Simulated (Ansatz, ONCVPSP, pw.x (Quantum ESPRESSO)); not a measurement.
pw.x on diamond Si: one setting changed

Potential: optimised norm-conserving Vanderbilt (ONCV), ONCVPSP 4.0.1.1 (patched build), LDA (Perdew-Wang 92); core [Ne], reference 3s2 3p2; waves: 3s: rc 1.65 bohr, ncon 4, nbas 7, qcut 4.2 1/bohr, local; 3p: rc 2.10 bohr, ncon 3, nbas 6, qcut 3.2 1/bohr, 2 projectors, debl 1.7 Ha; d scattering state at 0.1 Ha: rc 1.90 bohr, ncon 4, nbas 7, qcut 5.6 1/bohr, 2 projectors, debl 3.1 Ha; local part: the s channel; core correction: Teter function, fcfact 3.25, rcfact 1.7.

The reference run (k-mesh 9³, cutoffs 50/200 Ry, Fermi–Dirac 0.01 Ry, mixing_beta 0.4, conv_thr 1e-9, no spin) gives 1.08 GPa at 19.694 Å³/atom, where all-electron LAPW gives -0.03 GPa. This run, with its own iteration cap, changes degauss to 0, a wrong or extreme entry chosen on purpose.

```
&control
  calculation='scf', prefix='x', pseudo_dir='./', outdir='./tmp', tstress=.true., disk_io='none'
/
&system
  ibrav=0, nat=2, ntyp=1, ecutwfc=50, ecutrho=200, nbnd=11,
  occupations='smearing', smearing='fd', degauss=0
/
&electrons
  conv_thr=1e-09, mixing_beta=0.4, electron_maxstep=70
/
ATOMIC_SPECIES
Si 1.0 Si.UPF
CELL_PARAMETERS angstrom
  0.00000000 2.70050288 2.70050288
  2.70050288 0.00000000 2.70050288
  2.70050288 2.70050288 0.00000000
ATOMIC_POSITIONS crystal
Si 0.0000 0.0000 0.0000
Si 0.2500 0.2500 0.2500
K_POINTS automatic
9 9 9 0 0 0
```

```bash
pw.x < Si.scf.in > Si.scf.out
```

**Question.** How does the run end?

**Answer.** It stops with "set_occupations: smearing requires a value for gaussian broadening (degauss)".

```
Error in routine  set_occupations (1):
      smearing requires a value for gaussian broadening (degauss)
```
